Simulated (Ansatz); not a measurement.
Reaction (SMILES): S=C=S → C atom + 2 S atom
B3LYP-D3(BJ)/def2-TZVP geometries, fixed; electronic energies without zero-point terms.

Basis-set convergence of the atomisation energy at PBE with Ansatz (an electronic-structure program). Cartesian d functions, on some or all atoms, in 6-311G**, 6-311+G**; all else is spherical. The program fits the integrals of some runs and decomposes those of others, by size. Open shells are unrestricted. No added dispersion term, no relativity. Functions are those of the species that has most. Reference: the value in aug-cc-pV(5+d)Z, 301.55 kcal/mol, itself unsure by roughly 0.06 kcal/mol (its mean distance from pcseg-4, aug-pcseg-3, aug-cc-pV(Q+d)Z). Deviations are taken from unrounded values.

```tsv
basis	functions	atomisation energy (kcal/mol)
def2-SVP	50	302.51
def2-SVPD	74	298.72
pcseg-1	50	293.02
aug-pcseg-1	77	293.46
cc-pV(D+d)Z	60	299.63
aug-cc-pV(D+d)Z	87	297.47
6-311G**	72	294.99
6-311+G**	84	294.18
pcseg-2	98	300.54
aug-pcseg-2	146	300.64
def2-TZVP	105	302.11
def2-TZVPD	129	301.60
cc-pV(T+d)Z	108	301.42
aug-cc-pV(T+d)Z	156	300.65
def2-TZVPP	115	302.12
def2-TZVPPD	139	301.61
cc-pV(Q+d)Z	183	301.71
aug-cc-pV(Q+d)Z	258	301.43
pcseg-3	188	301.54
aug-pcseg-3	263	301.49
def2-QZVPP	197	301.22
def2-QZVPPD	221	301.14
cc-pV(5+d)Z	291	301.62
aug-cc-pV(5+d)Z	399	301.55
```

What the diffuse functions change, pair by pair:
- def2-SVP to def2-SVPD: 24 more functions, deviation 0.96 to -2.83 kcal/mol
- pcseg-1 to aug-pcseg-1: 27 more functions, deviation -8.53 to -8.09 kcal/mol
- cc-pV(D+d)Z to aug-cc-pV(D+d)Z: 27 more functions, deviation -1.92 to -4.07 kcal/mol
- 6-311G** to 6-311+G**: 12 more functions, deviation -6.56 to -7.37 kcal/mol
- pcseg-2 to aug-pcseg-2: 48 more functions, deviation -1.01 to -0.91 kcal/mol
- def2-TZVP to def2-TZVPD: 24 more functions, deviation 0.56 to 0.05 kcal/mol
- cc-pV(T+d)Z to aug-cc-pV(T+d)Z: 48 more functions, deviation -0.12 to -0.90 kcal/mol
- def2-TZVPP to def2-TZVPPD: 24 more functions, deviation 0.58 to 0.06 kcal/mol
- cc-pV(Q+d)Z to aug-cc-pV(Q+d)Z: 75 more functions, deviation 0.16 to -0.12 kcal/mol
- pcseg-3 to aug-pcseg-3: 75 more functions, deviation -0.01 to -0.06 kcal/mol
- def2-QZVPP to def2-QZVPPD: 24 more functions, deviation -0.32 to -0.41 kcal/mol
- cc-pV(5+d)Z to aug-cc-pV(5+d)Z: 108 more functions, deviation 0.07 to 0.00 kcal/mol

Leaving out the reference's own pair, they bring the value nearer the reference by more than 0.06 kcal/mol in 4 of 11 pairs.
